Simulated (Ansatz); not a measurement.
Geometry optimisation, UHF/STO-3G (Ansatz 0.2.0).

The input (input.yaml):

```yaml
crystal:
  periodic: [false, false, false]
  atoms:
    - { symbol: C, position_ang: [-1.0683, -0.7604, -0.9714] }
    - { symbol: C, position_ang: [-0.4185, -0.5798, 0.151] }
    - { symbol: C, position_ang: [0.3291, 0.6036, 0.635] }
    - { symbol: O, position_ang: [1.7468, 0.1652, 0.9354] }
    - { symbol: Cl, position_ang: [0.5189, 1.9274, -0.5187] }
    - { symbol: H, position_ang: [-1.2038, 0.0919, -1.7219] }
    - { symbol: H, position_ang: [-1.6026, -1.6457, -1.1982] }
    - { symbol: H, position_ang: [-0.3515, -1.4129, 0.8222] }
    - { symbol: H, position_ang: [-0.75204, 0.43216, -0.07874] }
    - { symbol: H, position_ang: [2.2152, 0.554, 0.2588] }
magnetization:
  spin_polarized: true
basis:
  gaussian: { orbitals: STO-3G }
hamiltonian:
  xc: hf
relax:
  f_tol: 0.02
  max_steps: 50
```

Run as:

```bash
$ ansatz run input.yaml --threads 1 --pin off --max-ram 2048MiB --backend cpu --events-out ev --progress --plain --runs-dir out
```

Task: Where does it end, and by what steps?

Result: The run converged. Limits of this set-up: minimal basis. After 16 steps the energy has fallen by 9.365 eV; H9 moved furthest, 1.06 Å. The start is strongly strained (largest force component 9 eV/Å).

| step | energy less start (eV) | largest force component (eV/Å) | accepted |
| --- | --- | --- | --- |
| 0 | 0.0000 | 9.151 | yes |
| 1 | -3.2870 | 5.969 | yes |
| 2 | -5.2953 | 5.525 | yes |
| 3 | -7.4799 | 3.994 | yes |
| 4 | -8.4157 | 2.218 | yes |
| 5 | -8.9531 | 1.036 | yes |
| 6 | -9.1571 | 0.489 | yes |
| 7 | -9.2347 | 0.606 | yes |
| 8 | -9.1801 | 2.991 | no |
| 9 | -9.2878 | 0.371 | yes |
| 10 | -9.3215 | 0.331 | yes |
| 11 | -9.3299 | 1.465 | yes |
| 12 | -9.3605 | 0.187 | yes |
| 13 | -9.3631 | 0.231 | yes |
| 14 | -9.3649 | 0.036 | yes |
| 15 | -9.3652 | 0.025 | yes |
| 16 | -9.3653 | 0.017 | yes |

```xyz
10
Properties=species:S:1:pos:R:3
C -0.875 -0.825 -1.114
C -0.674 -0.301 0.299
C 0.584 0.574 0.434
O 1.775 -0.103 0.238
Cl 0.488 2.186 -0.406
H -0.832 -0.126 -1.939
H -1.454 -1.729 -1.251
H -0.561 -1.134 0.994
H -1.533 0.287 0.626
H 2.496 0.547 0.433
```

Whether the end is a true minimum wasn't checked by a vibrational analysis.

Run time: 19 s on 1 thread of Arm Neoverse V1 (shared host), peak memory 0.11 GiB.
